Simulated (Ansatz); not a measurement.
# A ladder of methods for SiH2 (SMILES [H][Si][H])

The species is SiH2 (3 atoms), meant as a singlet with charge 0. As SMILES, `[H][Si][H]`. The shape is that of a GFN2-xTB optimisation.

```xyz
3

Si    0.0052   -0.0082   -0.6557
H     1.1102   -0.0200    0.3374
H    -1.1155    0.0282    0.3183
```

Each level gives the vertical electron affinity (to the doublet anion) (eV). The values are calculated.

The electron affinity is E(neutral) − E(anion): positive where the electron is bound.

```tsv
level	kind	program	value (eV)	less FCI/3-21G	CPU time (all runs)
SVWN5/3-21G	LDA	Ansatz	0.87	+0.65	0.97 s
PBE/3-21G	GGA	Ansatz	0.85	+0.63	1.4 s
PBE0/3-21G	global hybrid	Ansatz	0.92	+0.70	1.4 s
r2SCAN0/3-21G	hybrid meta-GGA	Ansatz	1.06	+0.84	3.7 s
wB97M-V/3-21G	range-separated hybrid	Ansatz	0.55	+0.33	16 s
CCSD/3-21G	coupled cluster or CI	Ansatz	0.22	0.00	0.39 s
CCSDT(Q)/3-21G	coupled cluster or CI	Ansatz	0.22	0.00	1.9 s
FCI/3-21G	exact in the basis	Ansatz	0.22	0.00	1.1 s
```

FCI/3-21G is exact within its basis and frozen core, so for wave-function methods in that basis the difference is their error; functionals converge differently with the basis, so for them it is only a difference. The values span 0.22 to 1.06 eV. All rows use very small basis sets, so none should be taken for the real molecule's value. Times are those of the runs behind each value, whatever else they computed, on shared processors of several kinds: orders of magnitude only.
